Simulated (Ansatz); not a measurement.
# BH2OF (SMILES OBF): methods side by side

The species is BH2OF (5 atoms), meant as a singlet with charge 0. As SMILES, `OBF`. The shape is that of a PBE0-D4/def2-TZVP optimisation. This is one conformer, not always the lowest.

```xyz
5

O    -0.9654    0.1574    0.1569
B     0.3650   -0.0302    0.2011
F     1.0392   -0.3237   -0.9095
H    -1.3372    0.0574   -0.7258
H     0.9483    0.0654    1.2360
```

Quantity: the energy change with the O1–B2 bond stretched from 1.344 to 3.361 Å, in eV. The values are calculated.

```tsv
level	kind	program	value (eV)	less FCI/STO-3G
HF/STO-3G (restricted)	Hartree–Fock	Ansatz	12.25	+5.82
SVWN5/STO-3G (restricted)	LDA	Ansatz	9.17	+2.74
PBE/STO-3G (restricted)	GGA	Ansatz	8.45	+2.02
revPBE/STO-3G (restricted)	GGA	Ansatz	8.19	+1.76
r2SCAN0/STO-3G (restricted)	hybrid meta-GGA	Ansatz	9.87	+3.44
CAM-B3LYP/STO-3G (restricted)	range-separated hybrid	Ansatz	10.02	+3.59
HSE06/STO-3G (restricted)	range-separated hybrid	Ansatz	9.52	+3.09
MP2/STO-3G (restricted)	perturbation theory	Ansatz	7.55	+1.12
CCSDT(Q)/STO-3G (restricted)	coupled cluster or CI	Ansatz	6.42	-0.01
FCI/STO-3G	exact in the basis	Ansatz	6.43	0.00
```

FCI/STO-3G is exact within its basis and frozen core, so for wave-function methods in that basis the difference is their error; functionals converge differently with the basis, so for them it is only a difference. Spin-restricted single references rise too steeply as a bond breaks, Hartree–Fock most of all. Perturbation and coupled-cluster corrections on them can overshoot downwards. The first shape isn't each level's own minimum. The values span 6.42 to 12.25 eV. All rows use very small basis sets, so even the best lies far from the true value.
